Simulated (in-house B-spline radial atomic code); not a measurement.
Xe. Computed with a B-spline radial atomic code. Model: non-relativistic spherical atom: semilocal Troullier-Martins pseudo-atom, one channel per l, against all electrons, high spin, G0W0 and RPA with empty states to l = 8, local potential for every l without a channel, a model core (radius 0 = none) keeps its share of the functional.

The core holds an angular momentum without a channel of its own, so the local potential lets valence electrons into it.

Without relativity these are model numbers for so heavy an element.

What the tables leave out is listed at the end.

The pseudopotential gives back the lowest level of each angular momentum of its own functional in the configuration it was made in; a second state of the same l is only approximately right. Exact exchange, RPA and GW see the smooth pseudo-orbitals and miss the exchange with the core, for which the functional's share stands in. The column with an uncorrelated core keeps all orbitals and exact exchange, and so separates missing core correlation from pseudisation. Only the three outermost levels and the lowest empty one were computed. RPA here is direct RPA, with no exchange kernel, and its energies carry an (l + 1/2)⁻⁴ tail. A hybrid on a potential with a model core restores only its own semilocal share of the core's exchange.

Command:
```bash
python run_psgw.py task.json out
```
Settings (lengths in bohr, energies in hartree):
```
Z                      54
electrons              54
configuration          [Kr] 4d10 5s2 5p6
generated_in           [Kr] 4d10 5s2 5p6
functional             pbe,pbe
core_shells            9
radius_factor          0.8
core_correction        False
```

Time taken, with all properties: 30 s on 1 thread of Arm Neoverse N1 (shared host).

Given: made with PBE; model core radius 0 bohr; local radius 1.391 bohr; mean-field start Hartree-Fock.

Valence shells of the generating configuration: 5s, 5p.

Channel: s 1.364, p 1.542 (radii in bohr).

Computed: largest level miss in the spin-unpolarised generating configuration 0.001 eV; valence RPA correlation energy all-electron orbitals -0.25687 hartree; all-electron RPA polarisability, core included 17.423 bohr³; pseudo-atom RPA polarisability 20.493 bohr³.

```csv
level,occupied,mean-field all-electron (eV),mean-field pseudo minus all (eV),G0W0 all-electron (eV),G0W0 uncorrelated core minus all (eV),G0W0 pseudo minus all (eV),exchange self-energy all-electron (eV),exchange self-energy pseudo (eV)
5p,1,-12.444,0.072,-13.057,0.277,-0.427,-18.333,-15.415
```

Q: What is the valence RPA correlation energy pseudo?

A: -0.47107 hartree.

Among the listed levels the largest G0W0 shift of the pseudo-atom is -0.43 eV, for 5p on the Hartree-Fock start, while leaving the core uncorrelated moves that level by +0.28 eV. So pseudisation and the lost core exchange, not the missing core correlation, make the error. Not in the tables (levels of low weight, unsolved or above zero; the highest and the empty levels are kept at any weight): the PBE start was refused, since an empty level lay at or below an occupied one; the PBE0 start was refused, since an empty level lay at or below an occupied one; on Hartree-Fock the G0W0 levels 5s (pseudo minus all -3.00 eV, weights 0.13 and 0.85).
